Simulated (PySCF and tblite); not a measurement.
Results of a calculation; reference values are marked as such.
C4H6O, numbered as in [CH2:1]=[C:2]1[CH2:3][C@@H:4]1[OH:5].

Conformers came from 60 starts (ETKDG, MMFF94s, GFN2-xTB); geometries are GFN2-xTB. Free energies are CAM-B3LYP-D3(BJ)/pcSseg-1 (IEF-PCM, acetone) single points with GFN2-xTB rigid-rotor and vibrational terms (modes under about 100 cm⁻¹ blended into free rotors). Symmetry numbers and mirror images are counted. Conformers within 3 kcal/mol (GFN2-xTB free energy) were kept, 10 at most. GIAO shieldings: CAM-B3LYP/pcSseg-1 (IEF-PCM, acetone). Shifts are against TMS (¹H), TMS (¹³C) at the same level. Programs: PySCF with density fitting and tblite.

Torsions listed: C3–C4–O5–H5.

| conformer | shape | symmetry | E(GFN2) kcal/mol | E(DFT) kcal/mol |
| --- | --- | --- | --- | --- |
| 1 | 75° | C1 | 1.33 | 0.00 |
| 2 | -43° | C1 | 0.00 | 0.68 |

(1) How much do the weights at 298.15 K and the averaged shift of H4 depend on how the conformers are weighted?

## Answers

(1) 
| weighting | 1 (%) | 2 (%) | δ (ppm) | rms dipole (D) |
| --- | --- | --- | --- | --- |
| DFT energy with thermal terms, symmetry and mirror images (full scheme) | 80 | 20 | 4.19 | 2.12 |
| DFT energy with symmetry and mirror images | 76 | 24 | 4.19 | 2.11 |
| bare DFT energy | 76 | 24 | 4.19 | 2.11 |
| GFN2-xTB energy with symmetry and mirror images | 10 | 90 | 4.06 | 1.87 |
| GFN2-xTB free energy | 12 | 88 | 4.06 | 1.88 |
| leading conformer alone | 100 | 0 | 4.23 | 2.19 |
| equal weights | 50 | 50 | 4.13 | 2.02 |
| full scheme, search stopped after three starts | 0 | 100 | 4.04 | 1.83 |

The largest departure from the full scheme, 0.15 ppm, comes with: full scheme, search stopped after three starts.
